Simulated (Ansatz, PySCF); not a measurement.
Species: C4H4S, charge 0, singlet. C4H4S (thiophene, SMILES c1cccs1).
B3LYP-D3(BJ)/def2-TZVP minimum from Ansatz (an electronic-structure program):
```
C
C 1 1.3651
H 2 1.0774 1 128.21
H 1 1.0803 2 123.42 3 0.00
C 1 1.4223 4 124.03 2 180.00
C 5 1.3651 1 112.56 4 -180.00
H 6 1.0774 5 128.21 1 -180.00
H 5 1.0803 6 123.42 7 0.00
S 6 1.7182 7 120.29 5 -180.00
```
Charge 0, spin multiplicity 1.

Total energies in hartree (Ansatz). UHF or UKS for unpaired electrons; spin-orbit terms are left out. Cores are frozen in correlated methods. No relativity. Where a partner has so few electrons that a lower coupled-cluster level is exact, that level stands in. The restricted determinant of C4H4S (c1ccsc1, singlet) is unstable towards broken spin symmetry in at least one set run.

```tsv
species	HF/cc-pV(T+d)Z	CCSD(T)/cc-pV(T+d)Z	HF/cc-pV(Q+d)Z	CCSD(T)/cc-pV(Q+d)Z	CCSD(T)/cc-pV(D+d)Z	CCSDT(Q)/cc-pV(D+d)Z
1: C4H4S (thiophene, SMILES s1cccc1)	-551.38246	-552.26564	-551.39585	-552.32839	-552.05461	-552.05762
2: S (triplet)	-397.50938	-397.65444	-397.51264	-397.66785	-397.60412	-397.60456
3: C (triplet)	-37.69157	-37.78076	-37.69331	-37.78654	-37.76038	-37.76071
4: H (doublet)	-0.49981	-0.49981	-0.49995	-0.49995	-0.49928	-0.49928
```

Task: Work out the enthalpy of formation at 298 K (by atomisation, with rigid-rotor harmonic-oscillator terms from PySCF's Hessian at B3LYP-D3(BJ)/def2-TZVP and the atoms' measured values of the G2/97 table; no spin-orbit terms) in kcal/mol: take Hartree-Fock from cc-pV(Q+d)Z, extrapolate the CCSD(T) correlation energy as X^-3 (X = 3, 4), and add CCSDT(Q) - CCSD(T) in cc-pV(D+d)Z. The further terms named in the bracket sum to +1.57916 hartree. 1 hartree = 627.51 kcal/mol.

Result: 
Species 1: correlation (64·(-0.93254) - 27·(-0.88318))/37 = -0.96856; step -0.00301; E1 = -551.39585 + (-0.96856) + (-0.00301) = -552.36742
Species 2: correlation (64·(-0.15521) - 27·(-0.14506))/37 = -0.16262; step -0.00044; E2 = -397.51264 + (-0.16262) + (-0.00044) = -397.67570
Species 3: correlation (64·(-0.09323) - 27·(-0.08919))/37 = -0.09618; step -0.00033; E3 = -37.69331 + (-0.09618) + (-0.00033) = -37.78982
Species 4: correlation (64·(0.00000) - 27·(0.00000))/37 = 0.00000; step +0.00000; E4 = -0.49995 + (0.00000) + (+0.00000) = -0.49995
+1·E1 -1·E2 -4·E3 -4·E4 +1.57916 = 0.04652 hartree = 29.2 kcal/mol. Measured: 27.5 kcal/mol, 115.1 kJ/mol (G2/97 table in ASE (Curtiss et al.)); atomic spin-orbit terms, which the calculations lack, would raise the computed values. The composite differs from it by +1.7 kcal/mol; core, relativistic and spin-orbit terms are not in it.
